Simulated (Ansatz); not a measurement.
## A ladder of methods for AlH2O2 (SMILES [OH][Al][OH])

AlH2O2 has 5 atoms, charge 0, and is taken as a doublet. SMILES: `[OH][Al][OH]`. The shape is that of a PBE0-D4/def2-TZVP optimisation. This is one conformer, not always the lowest.

```tsv
atom	x (Å)	y (Å)	z (Å)
O	-1.5735	-0.3246	-0.2375
Al	0.0185	-0.8251	0.0650
O	1.2494	0.3483	0.1600
H	-1.8097	0.5958	-0.3592
H	2.1651	0.1318	0.3304
```

Quantity: the energy change with the O3–H5 bond stretched from 0.956 to 2.391 Å, in eV. The values are calculated.

```json
{"level": "USVWN5/STO-3G", "kind": "LDA", "program": "Ansatz", "value (eV)": "4.80", "less FCI/STO-3G": "+1.22", "CPU time (all runs)": "3.8 s"}
{"level": "U-revPBE/STO-3G", "kind": "GGA", "program": "Ansatz", "value (eV)": "4.12", "less FCI/STO-3G": "+0.54", "CPU time (all runs)": "8.7 s"}
{"level": "U-r2SCAN/STO-3G", "kind": "meta-GGA", "program": "Ansatz", "value (eV)": "4.36", "less FCI/STO-3G": "+0.78", "CPU time (all runs)": "27 s"}
{"level": "UPBE0/STO-3G", "kind": "global hybrid", "program": "Ansatz", "value (eV)": "4.52", "less FCI/STO-3G": "+0.94", "CPU time (all runs)": "11 s"}
{"level": "U-wB97X/STO-3G", "kind": "range-separated hybrid", "program": "Ansatz", "value (eV)": "4.73", "less FCI/STO-3G": "+1.15", "CPU time (all runs)": "56 s"}
{"level": "UB2PLYP/STO-3G", "kind": "double hybrid", "program": "Ansatz", "value (eV)": "4.38", "less FCI/STO-3G": "+0.80", "CPU time (all runs)": "12 s"}
{"level": "RPA@PBE/STO-3G", "kind": "RPA", "program": "Ansatz", "value (eV)": "3.78", "less FCI/STO-3G": "+0.20", "CPU time (all runs)": "12 s"}
{"level": "UMP2/STO-3G", "kind": "perturbation theory", "program": "Ansatz", "value (eV)": "3.97", "less FCI/STO-3G": "+0.39", "CPU time (all runs)": "1.1 s"}
{"level": "UCCSDT/STO-3G", "kind": "coupled cluster or CI", "program": "Ansatz", "value (eV)": "3.59", "less FCI/STO-3G": "+0.01", "CPU time (all runs)": "5.6 s"}
{"level": "FCI/STO-3G", "kind": "exact in the basis", "program": "Ansatz", "value (eV)": "3.58", "less FCI/STO-3G": "0.00", "CPU time (all runs)": "3.7 min"}
```

FCI/STO-3G is exact within its basis and frozen core, so for wave-function methods in that basis the difference is their error; functionals converge differently with the basis, so for them it is only a difference. The first shape isn't each level's own minimum. The values span 3.58 to 4.80 eV. Spin contamination of the reference (⟨S²⟩ at least 0.1 too high) touches USVWN5/STO-3G, U-revPBE/STO-3G, U-r2SCAN/STO-3G, UPBE0/STO-3G, U-wB97X/STO-3G, UB2PLYP/STO-3G, RPA@PBE/STO-3G, UMP2/STO-3G, UCCSDT/STO-3G. All rows use very small basis sets, so none should be taken for the real molecule's value. Times are those of the runs behind each value, whatever else they computed, on shared processors of several kinds: orders of magnitude only.
